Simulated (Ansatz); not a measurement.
The parent structure is InAs in the zinc blende structure (space group F-43m, No. 216; a = 6.186 Å).

Calculations: PBE (Ansatz, an electronic-structure program, PAW, spin-orbit coupling left out).

It is then changed as follows: full substitution As → Sb; the structure is relaxed again.

Measured lattice parameter a: InAs 6.047 Å (static lattice; corrected from measurement; as listed in Daniel Mejia-Rodriguez, S. B. Trickey, Phys. Rev. B (2018)); InSb 6.468 Å (static lattice; corrected from measurement; as listed in Daniel Mejia-Rodriguez, S. B. Trickey, Phys. Rev. B (2018)).

**Question.** How well does PBE reproduce the measured shift?

**Answer.** With PBE the lattice parameter a moves by +0.449 Å (6.186 → 6.636) against +0.421 Å measured.

No phonon test of stability was made. All final runs are without spin polarisation.
